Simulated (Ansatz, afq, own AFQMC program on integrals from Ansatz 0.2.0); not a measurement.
## C, triplet → C, quintet

A free C atom.

E(quintet, charge +0) − E(triplet, charge +0) at this geometry, on UHF and UHF determinants.

Basis cc-pVTZ. Noble-gas cores (and the filled d shells of Ga–Kr and In–Xe) are frozen. Ansatz 0.2.0 and our own AFQMC program on the same integrals; the CISD trial comes from CCSD amplitudes, and released means the phaseless constraint is let go. Uncertainties: one standard error, sampling alone. The errors of all members are added in quadrature.

Full CI on the same integrals is exact in this basis and with this determinant's frozen core.

Errors are counted within cc-pVTZ, not against nature.

Cautions: C (triplet): the released energies are still falling, so no released level is given (meV from the phaseless value at times in 1/Eh: 0 ± 3 at 0.24, -5 ± 3 at 0.50, -6 ± 3 at 1.00, -13 ± 3 at 1.50), though the last usable value meets full CI within the noise; C (quintet): another spin lies lower.

```json
{"level": "CCSD", "vertical spin gap (kcal/mol)": "93.1"}
{"level": "MP2", "vertical spin gap (kcal/mol)": "84.6"}
```

Task: From these cheaper values, estimate the vertical spin gap at the reference level in cc-pVTZ.

Result: 94.4 kcal/mol (full CI in cc-pVTZ).

```
        level  vertical spin gap (kcal/mol)  error against FCI (kcal/mol)
           HF                          59.5                         -34.9
      CCSD(T)                          94.2                          -0.3
        CCSDT                          94.4                           0.0
     CCSDT(Q)                          94.4                           0.0
ph-AFQMC/CISD                   94.2 ± 0.04                   -0.2 ± 0.04
```

Correlation beyond CCSD(T) adds 0.3 kcal/mol. The perturbative (T) step is worth +1.1 kcal/mol.

CCSDT and higher add their correlation energy to the determinant of the CCSD(T) run, since their own runs factorise the integrals more tightly (a shift of under 2 meV). A walk keeps the symmetry of its determinant, which the program's search chose and which needn't be the lowest solution, so a lower state of the same spin and another symmetry isn't excluded.
